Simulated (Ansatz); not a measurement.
Rock-salt SnTe (cubic form, which distorts at low temperature) was calculated with RPBE (PAW; Ansatz, a first-principles code).

Settings: plane-wave cutoff 520 eV, 10×10×10 k mesh, Fermi–Dirac smearing 0.01 eV, scalar-relativistic PAW data made under PBE.

Computed at the level's own relaxed cell.

### Question
Give the computed Γ–Γ gap, band gap, equilibrium volume per atom and bulk modulus.

### Answer

- Γ–Γ gap = 5.12 eV
- band gap = 0.18 eV
- equilibrium volume per atom = 34.08 Å³/atom
- bulk modulus = 36.2 GPa

Measured, for comparison: band gap 0.3 eV (4 K, zero-point motion not removed, bulk gap, ARPES or transport; rounded; as tabulated in Ando (2013), arXiv:1304.5693); equilibrium volume per atom 31.50 Å³/atom (room temperature, not corrected to a static lattice; as tabulated in Maiti et al. (2022), arXiv:2109.01420); bulk modulus 37.8 GPa (temperature not stated, not corrected to a static lattice; as tabulated in Toher et al. (2017), arXiv:1611.05714). Computed (rounded) less measured: equilibrium volume per atom +8.2 %, bulk modulus -4 %.

Note: symmetry holds this phase in the static calculation, where it need not be a minimum.

Spin–orbit coupling is not included; it can close the smallest gap of 0.18 eV.

Computed values are for the static lattice.

Computing time: roughly 30 core-seconds.
